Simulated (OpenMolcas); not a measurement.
**One shape, several levels: doublet CH4OSi−**

Aim: a comparison of 6 runs (UHF/3-21G, UB3LYP/6-31G*, U-revPBE/aug-cc-pVDZ, UTPSS/aug-cc-pVDZ, ROMP2/aug-cc-pVDZ) of doublet CH4OSi−. 

The calculation is run with OpenMolcas 26.06.

### 1 The structure to begin with

The species is CH4OSi− (7 atoms), meant as a doublet with charge -1. SMILES of the parent species: `CO[SiH]`. The coordinates come from a PBE0-D4/def2-TZVP relaxation. This is one conformer, not always the lowest. That shape belongs to the parent species and isn't relaxed for this state.

Bond lengths: C1–O2 1.410 Å, O2–Si3 1.639 Å, C1–H4 1.092 Å, C1–H5 1.095 Å, C1–H6 1.092 Å, Si3–H7 1.552 Å. Angles: C1–O2–Si3 130.6°, O2–C1–H4 109.2°, O2–C1–H5 110.9°, O2–C1–H6 109.2°, O2–Si3–H7 97.1°, H4–C1–H5 109.5°, H4–C1–H6 108.5°, H5–C1–H6 109.5°.

### 2 A single-point energy at UHF/3-21G (run 1)

mol.inp

```
&GATEWAY
BasLib=$CurrDir
Coord
7
angstrom
C       -0.512400       0.485500      -0.338500
O       -0.443200      -0.446500       0.717600
Si       0.796900      -1.387300       1.229900
H       -1.296400       0.180800      -1.035500
H        0.443800       0.547500      -0.868700
H       -0.769300       1.467500       0.065400
H        1.841700      -0.915600       0.184100
Basis=3-21G
Group=NoSym
&SEWARD
&SCF
UHF
Charge=-1
Spin=2
Thresholds=1e-10 1e-07 1e-07 1e-05
PrOrbitals=1 2
```

The basis set 3-21G is read from a file made from the Basis Set Exchange's data (not shown).

The run is started by

```sh
export MOLCAS_MEM=1860
pymolcas mol.inp > mol.log
```

Log:

```text
--- Start Module: gateway ---
[...]
--- Stop Module: gateway /rc=_RC_ALL_IS_WELL_ ---
--- Start Module: seward ---
[...]
      Basis functions           39
--- Stop Module: seward /rc=_RC_ALL_IS_WELL_ ---
--- Start Module: scf ---
[...]
       Convergence after  20 Iterations
[...]
::    Total SCF energy                               -401.7801605796
[...]
      Total spin, S                                     0.5040575754
[...]
      Total electronic charge=   33.000000
      Total            charge=   -1.000000
[...]
      Dipole Moment (debye):
      Origin of the operator (angstrom)=    0.1546   -0.6473    0.6693
                   X= -2.3185E+00               Y=  3.7309E+00               Z= -3.2625E+00           Total=  5.4716E+00
      Center of Charge (angstrom)
[...]
--- Stop Module: scf /rc=_RC_ALL_IS_WELL_ ---
[...]
```

Wall time 2.3 s (1 thread of Arm Neoverse V1, shared host); peak memory 0.37 GiB.

### 3 A single-point energy at UB3LYP/6-31G(d) (spherical functions) (run 2)

test.input

```
* CH4OSi Kohn-Sham DFT
&GATEWAY
BasLib
$CurrDir
Coord
7
bohr
C     -0.96829567     0.91746203    -0.63967229
O     -0.83752662    -0.84376271     1.35606747
Si     1.50592275    -2.62161705     2.32417416
H     -2.44984095     0.34166248    -1.95681140
H      0.83866045     1.03462505    -1.64160508
H     -1.45376631     2.77317309     0.12358809
H      3.48030860    -1.73023324     0.34789858
Basis
6-31Gs
Group
NoSym
&SEWARD
GridInput
Grid=UltraFine
End of Grid
&SCF
UHF
Charge
-1
Spin
2
KSDFT
B3LYP
Thresholds
1e-10 1e-07 1e-07 1e-05
PrOrbitals
1 1
```

The basis set 6-31G* is read from a file made from the Basis Set Exchange's data (not shown).

The run is started by

```sh
export MOLCAS_MEM=1860
pymolcas test.input > test.log
```

Log:

```text
--- Start Module: gateway ---
[...]
--- Stop Module: gateway /rc=_RC_ALL_IS_WELL_ ---
--- Start Module: seward ---
[...]
      Basis functions           54
--- Stop Module: seward /rc=_RC_ALL_IS_WELL_ ---
[...]
--- Start Module: scf ---
[...]
       Convergence after  19 Iterations
[...]
::    Total KS-DFT energy                            -405.1874768339
[...]
      Total spin, S                                     0.5017319622
[...]
      Total electronic charge=   33.000000
      Total            charge=   -1.000000
[...]
      Dipole Moment (debye):
      Origin of the operator (angstrom)=    0.1546   -0.6473    0.6693
                   X= -2.5089E+00               Y=  3.6964E+00               Z= -3.1321E+00           Total=  5.4560E+00
      Center of Charge (angstrom)
[...]
--- Stop Module: scf /rc=_RC_ALL_IS_WELL_ ---
[...]
```

It took 28 s on 1 thread of Arm Neoverse V1, shared host; peak memory 0.39 GiB.

Runs 3 to 5 aren't shown in full; the table further down has their settings and results.

### 4 The energy at ROMP2/aug-cc-pVDZ (run 6)

mol.input

```
&gateway
  baslib = $CurrDir
  coord
  7
  angstrom
  C       -0.512400       0.485500      -0.338500
  O       -0.443200      -0.446500       0.717600
  Si       0.796900      -1.387300       1.229900
  H       -1.296400       0.180800      -1.035500
  H        0.443800       0.547500      -0.868700
  H       -0.769300       1.467500       0.065400
  H        1.841700      -0.915600       0.184100
  basis = aug-cc-pVDZ
  group = NoSym

&seward

&scf
  uhf
  charge = -1
  spin = 2
  thresholds = 1e-10 1e-07 1e-07 1e-05
  prorbitals = 1 2

&rasscf
  fileorb = $Project.UnaOrb
  spin = 2
  nactel = 1 0 0
  inactive = 16
  ras2 = 1
  outorbitals = Canonical
  orblisting = Nothing

&caspt2
  ipea = 0.0
  frozen = 7
```

The basis set aug-cc-pVDZ is read from a file made from the Basis Set Exchange's data (not shown).

The run is started by

```sh
export MOLCAS_MEM=1860
pymolcas mol.input > mol.log
```

Log:

```text
--- Start Module: gateway ---
[...]
--- Stop Module: gateway /rc=_RC_ALL_IS_WELL_ ---
[...]
      Basis functions          109
[...]
       Convergence after  25 Iterations
[...]
::    Total SCF energy                               -403.9693549244
[...]
      Total spin, S                                     0.5117441691
[...]
--- Start Module: rasscf ---
[...]
      Number of active orbitals                  1
[...]
      Spin quantum number                      0.5
[...]
      Active orbitals                            1
[...]
      Number of CSFs                             1
[...]
      Number of root(s) required                 1
[...]
      Convergence after 14 iterations
[...]
      printout of CI-coefficients larger than  0.05 for root  1
      energy=    -403.965867
      conf/sym  1     Coeff  Weight
             1  u   1.00000 1.00000
      Natural orbitals and occupation numbers for root  1
      sym 1:   1.000000
      ************************************************************************************************************************
      *                                                    Final results                                                     *
[...]
::    RASSCF root number  1 Total energy:   -403.96586654
[...]
      Total electronic charge=   33.000000
      Total            charge=   -1.000000
[...]
      Dipole Moment (debye):
      Origin of the operator (angstrom)=    0.1546   -0.6473    0.6693
                   X= -3.2366E+00               Y=  4.2954E+00               Z= -3.4890E+00           Total=  6.4109E+00
      Center of Charge (angstrom)
[...]
--- Stop Module: rasscf /rc=_RC_ALL_IS_WELL_ ---
[...]
--- Start Module: caspt2 ---
[...]
 ###    WARNING: User changed nr of frozen orbitals.                         ###
 ###############################################################################
[...]
      E2 (Variational):          -0.4560539146
      Total energy:            -404.4219204519
[...]
      Reference weight:           0.85260
[...]
::    CASPT2 Root  1     Total energy:   -404.42192045
[...]
--- Stop Module: caspt2 /rc=_RC_ALL_IS_WELL_ ---
[...]
```

Run time: 35 s. Hardware: 1 thread of Arm Neoverse V1, shared host; peak memory 0.64 GiB.

### 5 All runs side by side

| run | level | integration grid | Cartesian functions | energy (Eh) | HOMO energy (eV) | LUMO energy (eV) | ⟨S²⟩ | wall time |
| --- | --- | --- | --- | --- | --- | --- | --- | --- |
| 1 | UHF/3-21G | – | no | -401.780161 | 0.19 | 9.03 | 0.758 | 2.3 s |
| 2 | UB3LYP/6-31G* (spherical functions) | UltraFine | no | -405.187477 | 2.65 | 5.08 | 0.753 | 28 s |
| 3 | UB3LYP/6-31G* (Cartesian functions) | UltraFine | yes | -405.191094 | 2.64 | 5.07 | 0.754 | 32 s |
| 4 | U-revPBE/aug-cc-pVDZ | UltraFine | no | -405.123882 | 1.91 | 2.23 | 0.755 | 2 min |
| 5 | UTPSS/aug-cc-pVDZ | UltraFine | no | -405.261168 | 1.95 | 2.38 | 0.756 | 3.1 min |
| 6 | ROMP2/aug-cc-pVDZ | – | no | -404.421920 | – | – | – | 35 s |

### 6 Summary of results

| quantity | value |
| --- | --- |
| run 6: total energy | -404.42192 Eh |

**Reading.** Totals of different functionals can't be ranked against each other. In runs 1, 2, 3, 4, 5 the HOMO lies above zero, so the outermost electron may be held by the basis alone. All runs together took 6.8 min, the longest 3.1 min.
